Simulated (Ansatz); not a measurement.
System: H₂Si, singlet: symmetric bend, bond length relaxed. Scanned: H-Si-H angle. Other coordinates (Si-H bond length) were minimised at B3LYP/def2-TZVP.

Method: full CI/cc-pVDZ, frozen core run with Ansatz (a first-principles code).

Scanned values (°): 180, 171.07, 158.21, 152.31, 141.67, 129.94, 119.23, 109.47, 97.60, 92.09, 78.18, 69.96, 60.

### Question
At which scan points does the profile have its minima and maxima, and how high do they lie?

### Answer
Lower than their neighbours: 92.09° (0.0 kJ/mol). Higher than their neighbours: 180° (278.2 kJ/mol, end of the scan), 60° (68.3 kJ/mol, end of the scan). The whole profile spans 278.2 kJ/mol.
